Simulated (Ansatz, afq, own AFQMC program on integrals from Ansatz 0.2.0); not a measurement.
Two steps: Ansatz 0.2.0 writes the Fock matrix and Cholesky factors of the valence space, and afq projects on them the lowest state that overlaps trial and start.

```yaml
crystal:
  periodic: [false, false, false]
  atoms:
    - {symbol: N, position_ang: [0.000000, 0.066533, 0.690604]}
    - {symbol: O, position_ang: [0.000000, -0.105972, -0.538841]}
    - {symbol: H, position_ang: [0.000000, 0.757574, -1.043675]}
basis:
  gaussian: {orbitals: cc-pVDZ}
magnetization: {spin_polarized: false}
correlation: {method: ccsd_t, electrons: outside_noble_gas, hamiltonian_folder: ham}
```

```sh
$ ansatz run in.yaml --threads 1 --pin off --events-out ev --progress --plain --max-ram 1382MiB
```

afq runs on the folder ham with

```
--method phaseless --trial mp1 --walkers 40 --populations 1 --least-time 40 --time-step 0.02 --steps-per-block 10 --equilibration-blocks 30 --max-blocks 5 --target-error 0.00084 --factor-cut 1e-05 --seed 6825 --taylor-order 6
```

Times are imaginary, in 1/Eh. The walk had a cap of 90 s.

```
orbitals 31  electrons 6 6  factors 232 of 312
reference energy -129.74511671 Eh
CCSD correlation -0.34488542 Eh in 13 cycles, weight of the determinant in the CISD state 0.8810
energy of the start -130.069277 Eh
 block  time / (1/Eh)  mean weight  energy / Eh
     1     0.200  1.0219  -130.070242
     2     0.400  0.9895  -130.081145
     3     0.600  1.0065  -130.074622
     4     0.800  1.0268  -130.080775
     5     1.000  0.9969  -130.088728
     7     1.400  0.9931  -130.096032
     9     1.800  1.0129  -130.094354
    11     2.200  1.0066  -130.097657
    13     2.600  0.9854  -130.095084
    15     3.000  1.0168  -130.107381
    16     3.200  1.0080  -130.089559
    17     3.400  1.0091  -130.103320
    19     3.800  1.0007  -130.098592
    21     4.200  0.9873  -130.100958
    23     4.600  0.9967  -130.097609
    25     5.000  0.9848  -130.105968
    26     5.200  1.0024  -130.121268
    27     5.400  0.9884  -130.115750
    29     5.800  1.0020  -130.093829
    31     6.200  0.9963  -130.110617
    33     6.600  1.0116  -130.100221
    35     7.000  1.0185  -130.109653
no energy: too few blocks
(rows thinned)
```

The run failed at least one of its tests; the cautions name the faults.

A setting was made bad on purpose (too few blocks), but the run ended before it gave an energy.

Cautions: higher spins were not checked; restricted determinant unstable towards unrestricted (UHF 965 meV lower, ⟨S²⟩ 0.94); raised T1 diagnostic (T1 0.025, weight of the determinant 0.88, largest double 0.09); CCSDT(Q) on the UHF determinant differs (665 meV lower), perhaps since the unrestricted series falls towards higher spin; the bias of populations of 40 walkers isn't removed; the time-step error isn't removed.

A walk keeps the symmetry of its determinant, which the program's search chose and which needn't be the lowest solution, so a lower state of the same spin and another symmetry isn't excluded.
